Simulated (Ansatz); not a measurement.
Computed with DFT, PBE, plane waves (420 eV) with PAW, scalar-relativistic in Ansatz 0.2.0.

An element in the dhcp structure gives this curve. The cell is scaled uniformly from the relaxed one, with fractional coordinates and shape fixed. Energies are extrapolated to zero smearing, pressures are those at the given smearing. Magnetic state: spin not included.

```
V (Å³/atom)  E − E₀ (meV/atom)  P (GPa)
     32.847               43.7     3.67
     34.340               17.5     2.25
     35.833                3.6     1.02
     37.326                0.1    -0.04
     38.819                5.9    -0.97
     40.312               19.8    -1.78
     41.806               40.8    -2.50
```

Q: Which element is it?
A. lanthanum
B. ytterbium
C. yttrium
D. mercury

A: A. Its fit is V₀ = 37.10 Å³/atom, B₀ = 25 GPa, B₀′ = 2.4.
